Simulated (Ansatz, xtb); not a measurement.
**Two isomers of C5H6O**

Structure a is `OC1=CCC=C1`, a singlet and structure b is `OC1=CC=CC1`, a singlet. Both are isolated molecules in the gas phase, relaxed with PBE0-D3(BJ)/def2-SVP; the shapes shown needn't be the lowest conformers.

a (Å):

```xyz
12

C     1.2944    0.3415    1.2626
C     0.7785    1.4163    1.9072
C     0.5756    2.5070    0.9042
C     1.0445    1.9038   -0.3836
C     1.4605    0.6421   -0.1606
O     1.6442   -0.8690    1.7313
H     1.4716   -0.8984    2.6786
H     0.5445    1.4945    2.9694
H    -0.4809    2.8284    0.8316
H     1.1493    3.4216    1.1471
H     1.0395    2.4265   -1.3408
H     1.8593   -0.0683   -0.8857
```

b (Å):

| atom | x (Å) | y (Å) | z (Å) |
| --- | --- | --- | --- |
| C | 1.6766 | 0.9552 | 1.5089 |
| C | 1.3459 | 2.2481 | 1.7347 |
| C | 0.3569 | 2.6387 | 0.7331 |
| C | 0.0840 | 1.6059 | -0.0934 |
| C | 0.9088 | 0.4278 | 0.3306 |
| O | 2.5559 | 0.2224 | 2.2135 |
| H | 2.6037 | -0.6644 | 1.8436 |
| H | 1.7488 | 2.8807 | 2.5244 |
| H | -0.0903 | 3.6331 | 0.6748 |
| H | -0.6102 | 1.5968 | -0.9330 |
| H | 1.5895 | 0.0823 | -0.4698 |
| H | 0.2852 | -0.4408 | 0.6140 |

Energies in hartree; the thermal terms are from GFN2-xTB frequencies at re-optimised GFN2-xTB minima (ideal gas, soft modes damped towards free rotors, one conformer each, 298.15 K, 1 atm) and include the zero-point energy:

```
                              a           b
E, CCSD(T)/def2-SVP  −268.373307  −268.369984
    E, MP2/def2-SVP  −268.296923  −268.293364
  E, MP2/def2-TZVPP  −268.794497  −268.791064
  zero-point energy     0.094610     0.094460
       H(298 K) − E     0.100811     0.100782
       G(298 K) − E     0.066420     0.066155
```

Question: Correct the CCSD(T) difference for the basis set by the MP2 change, then work out ΔE, ΔE₀, ΔH and ΔG for a → b in kcal/mol (1 Eh = 627.51 kcal/mol) and the equilibrium ratio [b]/[a].

Answer: 1. Differences b − a: CCSD(T) +0.003323, MP2 in the small set +0.003559, MP2 in the large set +0.003433 Eh.
2. ΔE = +0.003323 + (+0.003433 − (+0.003559)) = +0.003197 Eh = +2.01 kcal/mol.
3. ΔE₀ = ΔE + ΔZPE = +0.003197 + (−0.000150) Eh = +1.91 kcal/mol.
4. ΔH = ΔE + (−0.000029) Eh = +1.99 kcal/mol.
5. ΔG = ΔE + (−0.000265) Eh = +1.84 kcal/mol, so ΔS = (ΔH − ΔG)/T = +2.1 J/(mol K).
6. kT = 0.9442 mEh, so K = [b]/[a] = exp(−ΔG/kT) = exp(−3.11) ≈ 0.045.

Structure a is favoured at this temperature. An error of 1 kcal/mol in ΔG would change K by a factor of 5.4. Mirror images and further conformers aren't counted.

As drawn, both hold the same kinds of bond in the same numbers.

Other levels gave ΔE = +0.7 (GFN2-xTB); +1.0 (HF/STO-3G, GFN2-xTB geometries); +1.8 (r2SCAN-D4/def2-SVP, GFN2-xTB geometries); +1.9 (PBE0-D3(BJ)/def2-SVP); +2.6 (HF/def2-SVP); +2.2 (MP2/def2-SVP); +2.1 (CCSD(T)/def2-SVP) kcal/mol. The correlated steps freeze 6 core orbitals. Programs: Ansatz 0.2.0, xtb 6.7.1.
